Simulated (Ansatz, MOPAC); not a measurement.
Process, species as SMILES: OCCCC[SeH] + 5 [H][H] (H2) -> 4 C (CH4) + O (H2O) + [SeH2] (H2Se)

Quantity: energy of full hydrogenation (enthalpy at 298 K), in kcal/mol. Set-up: no dispersion term unless named; six Cartesian d functions in 6-31G* and its kin unless marked 5d; PM7 with its own dispersion and hydrogen-bond terms; non-relativistic; LANL2DZ with its own core potentials from Na on; spin-orbit terms left out. Ab initio and DFT rows: single points at B3LYP-D3(BJ) geometries (Ansatz, a quantum-chemistry and plane-wave program), with unscaled harmonic terms from B3LYP/6-31G* (LANL2DZ past Ar) (Ansatz) at its own minima. Semi-empirical rows: MOPAC heats of formation at their own minima for 298 K.

| level | program | energy of full hydrogenation (enthalpy at 298 K) (kcal/mol) |
|---|---|---|
| PM7 | MOPAC | 103.4 |
| MNDO | MOPAC | -41.5 |
| HF/LANL2DZ | Ansatz | -102.4 |
| SVWN5/6-31G* with LANL2DZ past Ar | Ansatz | -57.1 |
| PBE/STO-3G | Ansatz | -44.4 |
| PBE/LANL2DZ | Ansatz | -79.1 |
| PBE/6-31G* | Ansatz | -66.6 |
| B3LYP/3-21G | Ansatz | -62.7 |
| B3LYP/6-31G* | Ansatz | -75.1 |
| B3LYP/def2-SVP | Ansatz | -77.9 |
| PBE/def2-TZVPD | Ansatz | -76.5 |

No value to compare with is used here. The 10 habitual levels span -102.4 (HF/LANL2DZ) to 103.4 kcal/mol (PM7); PBE/def2-TZVPD gives -76.5.

The levels are drawn from those run, B3LYP/6-31G* more often than the rest, none by its result; left out are runs that failed, that the program found above a lower state of the same kind, or whose <S^2> lies over 0.5 above the pure value.
